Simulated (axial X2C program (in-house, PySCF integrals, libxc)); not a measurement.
# Linear NPO at several levels

The task here is to estimate one member of a computed series from the others.

Program: an in-house X2C program for linear molecules on PySCF integrals. Level of theory: all-electron X2C, two-component (2c) or spin-free, N dyall-av3z, P dyall-v3z, O dyall-av3z. These are calculated values, not measurements.

All values are calculated.

1 further run of the same task is left out (set aside as unsound or not needed).

The first run:

task.json reads:

```json
{
 "zs": [
  7,
  15,
  8
 ],
 "q": 0,
 "bas": [
  "dyall-av3z",
  "dyall-v3z",
  "dyall-av3z"
 ],
 "r0": [
  1.62,
  1.59
 ],
 "symm": 0,
 "scan": [
  "PBE0",
  "HF",
  "BHandHLYP"
 ],
 "levels": [
  "PBE0",
  "HF",
  "BHandHLYP"
 ],
 "nst": 2
}
```

Keys: zs atomic numbers; q charge; bas basis sets; r0 starting distance in Å; symm equal bonds; scan levels of the two-bond scan (MP2 follows by itself at each HF point); levels methods; nst determinants followed.

The run is started by

```console
> python solin.py task.json out
```

Masses N 14.003, P 30.974, O 15.995 u.

Among the steps run: Scan at PBE0, 2c; Scan at HF, 2c; Scan at BHandHLYP, 2c.

One table of the session follows, with a row left open; its other results are not shown here.

| level | r(N–P) (Å) | r(P–O) (Å) | lower stretch (cm⁻¹) | upper stretch (cm⁻¹) |
| --- | --- | --- | --- | --- |
| PBE0, 2c | 1.490 | 1.470 | 1081.4 | 1516.0 |
| HF, 2c | 1.453 | 1.433 | 1196.3 | 1629.9 |
| BHandHLYP, 2c | 1.472 | 1.452 | 1125.3 | 1559.3 |
| MP2, 2c | ? | ? | ? | ? |
| PBE0, spin-free | 1.490 | 1.470 | 1081.5 | 1516.2 |
| HF, spin-free | 1.453 | 1.432 | 1196.4 | 1630.0 |
| BHandHLYP, spin-free | 1.472 | 1.452 | 1125.3 | 1559.5 |
| MP2, spin-free | 1.534 | 1.493 | 975.1 | 1453.0 |

**Question.** Estimate the row for MP2, 2c.

As computed: r(N–P) (Å): 1.534; r(P–O) (Å): 1.493; lower stretch (cm⁻¹): 975.3; upper stretch (cm⁻¹): 1452.8.

Scans not shown above were run alike.

The lower stretch spreads by more than a fifth over the levels, so it depends strongly on the method. MP2 freezes inner shells (threshold -2 hartree). The molecule was held linear; bending was not examined, so a bent shape may lie lower.
